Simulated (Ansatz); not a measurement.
`FCOCCCl` + CH₄ → `CCOCCCl` + H–F  (formal exchange of groups at a C–F bond)

Gas-phase electronic energies from Ansatz, PBE0-D4/def2-TZVP geometries. CCSD(T)/CBS adds triple-zeta CCSD(T) − MP2 to the extrapolated MP2 energy (def2 sets, frozen cores). This one scheme is used for every species. Functionals use def2-TZVPP. B3LYP here is the variant with VWN-RPA as its local correlation; programs differ in this. Each species was taken in one conformer, which may not be the lowest.

`FCOCCCl`:

Z-matrix (Å, degrees):
```
C
O 1 1.363
F 1 1.383 2 111.2
H 1 1.098 2 112.0 3 118.8
H 1 1.091 2 107.5 3 -117.9
C 2 1.411 1 114.6 3 -69.8
C 6 1.502 2 109.1 1 -163.7
H 6 1.097 2 110.1 1 77.2
H 6 1.098 2 110.3 1 -42.2
Cl 7 1.780 6 112.1 2 68.8
H 7 1.089 6 110.6 2 -50.8
H 7 1.089 6 110.1 2 -171.9
```

CH₄:

Cartesian coordinates in Å:
```
C 0.000 0.000 0.000
H 0.310 -0.701 0.774
H 0.785 0.082 -0.751
H -0.179 0.978 0.446
H -0.916 -0.359 -0.469
```

`CCOCCCl`:

Cartesian coordinates in Å:
```
C -1.488 0.240 -1.850
C -0.849 0.445 -0.501
O -0.193 -0.749 -0.132
C 0.411 -0.707 1.134
C 1.793 -0.086 1.064
Cl 2.539 -0.083 2.681
H -0.733 0.004 -2.602
H -2.203 -0.584 -1.813
H -2.015 1.144 -2.161
H -0.140 1.284 -0.542
H -1.608 0.695 0.255
H -0.210 -0.156 1.853
H 0.497 -1.738 1.486
H 1.760 0.949 0.726
H 2.440 -0.659 0.402
```

H–F:

Z-matrix (Å, degrees):
```
F
H 1 0.920
```

```
        level  ΔE (kJ/mol)
  LDA (SPW92)          0.1
       revPBE          6.8
         BLYP         14.0
       r2SCAN          6.6
        B3LYP          9.2
      r2SCANh          4.5
HF/def2-TZVPP         11.4
 HF/CBS(def2)         10.6
```

Question: What does CCSD(T)/CBS give? (Estimate.)

Answer: Computed: -12.9 kJ/mol. The listed levels differ from it by 13.0, 19.7, 26.9, 19.5, 22.1, 17.4, 24.3, 23.5 kJ/mol.

Largest T1 diagnostic among the species: 0.011.

In def2-TZVPP, CCSD(T) changes the Hartree–Fock value by −19.1 kJ/mol (the triples alone add −1.0 kJ/mol) and MP2 by −26.2 kJ/mol. From r2SCAN to r2SCAN0 (25 % exact exchange), in def2-TZVPP and without D4, ΔE moves by −5.0 kJ/mol.
